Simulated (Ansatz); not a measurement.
Input file:

```yaml
crystal:
  periodic: [false, false, false]
  atoms:
    - {symbol: Si, position_ang: [-0.059994, -0.083342, 1.179230]}
    - {symbol: P, position_ang: [0.000332, 0.090462, -1.088224]}
    - {symbol: H, position_ang: [0.995175, 0.691262, 1.910267]}
    - {symbol: H, position_ang: [0.666308, -1.148881, -1.327757]}
basis:
  gaussian: {orbitals: 6-31G}
magnetization: {spin_polarized: false, initial_magnetization: 1}
hamiltonian: {pseudopotentials: {relativity: none}}
correlation: {method: bccd_t, electrons: outside_noble_gas, diis_vectors: 12}
```

```sh
$ ansatz run in.yaml --threads 1 --pin off --events-out ev --progress --plain --max-ram 2393MiB
```

Log:

```
344 factors; integrals over basis functions are off by at most 2.4e-4 eV
mean field evaluation 1: about -17159.2301 eV, gradient 1.3e1 eV
mean field evaluation 2: about -17159.2321 eV, gradient 1.3e1 eV
mean field evaluation 4: about -17160.5759 eV, gradient 1.9e0 eV
mean field evaluation 8: about -17160.8076 eV, gradient 2.3e-1 eV
mean field evaluation 16: about -17159.9559 eV, gradient 1.1e1 eV
mean field evaluation 32: about -17159.3002 eV, gradient 6.3e0 eV
mean field evaluation 64: about -17149.9788 eV, gradient 2.7e1 eV
mean field evaluation 96: about -17156.5995 eV, gradient 4.9e0 eV
mean field evaluation 128: about -17159.6636 eV, gradient 7.2e-1 eV
mean field evaluation 160: about -17156.6969 eV, gradient 1.2e-3 eV
mean field -17160.81105997 eV, -630.6481744384 hartree, gradient 2.5e-6 eV, S^2 0.750000; 7 other end points of the search recorded, 0 dependent functions left out
...
cycle  13  -3.19719265 eV  change    4.8e-5 eV  update   2.5e-4
cycle  14  -3.19716878 eV  change    2.4e-5 eV  update   2.0e-4
cycle  15  -3.19717165 eV  change   -2.9e-6 eV  update   1.7e-4
cycle  16  -3.19712661 eV  change    4.5e-5 eV  update   1.3e-4
cycle  17  -3.19708442 eV  change    4.2e-5 eV  update   9.0e-5
cycle  18  -3.19706495 eV  change    1.9e-5 eV  update   5.2e-5
cycle  19  -3.19705683 eV  change    8.1e-6 eV  update   3.0e-5
cycle  20  -3.19705799 eV  change   -1.2e-6 eV  update   1.5e-5
cycle  21  -3.19706026 eV  change   -2.3e-6 eV  update   7.4e-6
cycle  22  -3.19705935 eV  change    9.2e-7 eV  update   3.3e-6
perturbative correction -0.10786703 eV, -0.0039640401 hartree
Total energy: -17164.11598634 eV, -630.7696282425 hartree
```

Ran on 1 thread of Arm Neoverse V1, shared host: 2.2 s wall, 0.18 GiB peak host memory.
